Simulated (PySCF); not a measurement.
## [H···H···BH₂], doublet: transfer scan

All five atoms lie in one plane.

Starting geometry:

```xyz
5

H    -2.2638    0.0000    0.0000
H    -1.5188    0.0000    0.0000
B     0.2172    0.0000    0.0000
H     0.7263    0.0000    1.0770
H     0.7263    0.0000   -1.0770
```

From there atom H2 is moved from one fragment to the other while all else, the fragments' distance too, stays fixed, so the hump isn't the reaction's barrier; atoms are numbered as listed. Energies are in kcal/mol, counted from the starting geometry at the same level. Kohn–Sham curves keep the symmetry of the cluster determinant, unrestricted for open shells and where UHF breaks spin symmetry.

Basis 6-31G; PySCF 2.14.0. Correlated methods freeze the noble-gas cores.

In so small a basis the reference is far from its limit while semilocal and hybrid functionals are nearer theirs (RPA and double hybrids share much of the reference's basis error), so the functionals' errors here hold much of the reference's basis and frozen-core error, which can add to them or hide them.

Full CI is exact within this basis and frozen core; it isn't the basis-set limit.

```tsv
distance H1-H2 (Å)	full CI	PBE	revPBE	r2SCAN	PBE0	B3LYP	wB97M-V	B2PLYP
0.693	1.6	2.9	2.6	2.4	2.4	2.3	2.2	1.9
0.745	0.0	0.0	0.0	0.0	0.0	0.0	0.0	0.0
0.826	0.4	-1.4	-1.1	-0.8	-0.8	-0.7	-0.5	-0.1
0.907	1.7	-1.3	-0.7	-0.3	-0.3	-0.1	0.2	0.8
0.988	2.1	-1.2	-0.4	-0.2	-0.2	0.2	0.5	1.1
1.068	1.0	-1.8	-0.8	-0.9	-1.1	-0.5	-0.3	0.0
1.149	-1.2	-2.7	-1.6	-2.3	-2.5	-1.8	-1.9	-1.9
1.230	-3.2	-3.3	-2.0	-3.4	-3.7	-2.8	-3.2	-3.6
1.311	-3.4	-2.1	-0.7	-2.5	-3.1	-2.2	-3.0	-3.6
```
